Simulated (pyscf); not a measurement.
PySCF, gas phase, ωB97X-D3(BJ)/def2-SVP geometries.

Problem. PBE/def2-TZVP puts the barrier of `[CH3][Al]([CH3])[NH2]` + `[H][H]` → `[CH4]` + `[CH3][AlH][NH2]` (four-centre exchange; singlet surface; Al–C, H–H broken, C–H, Al–H formed) at 27.3 kcal/mol and the reaction energy at -6.4 kcal/mol, from the separated reactants. What do r²SCAN/def2-TZVP, B3LYP-D3(BJ)/def2-TZVP, ωB97M-D3(BJ)/def2-TZVP give on the same structures?

Solution. r²SCAN: ΔE‡ = 27.8 kcal/mol, ΔE = -5.8 kcal/mol; B3LYP-D3(BJ): ΔE‡ = 31.7 kcal/mol, ΔE = -6.7 kcal/mol; ωB97M-D3(BJ): ΔE‡ = 32.4 kcal/mol, ΔE = -6.5 kcal/mol. PBE's barrier lies under all of them, by 0.5 to 5.1 kcal/mol. Its reaction energy lies among theirs. At the saddle there is also a short Al–H contact that neither side keeps. The same reactants have a lower exit, to H₃C–AlH–CH₃ + NH₃ (barrier +20.4 kcal/mol at ωB97M-D3(BJ)/def2-TZVP, against +32.4 kcal/mol here). This is the saddle that the search found; another between the same sides may lie lower.
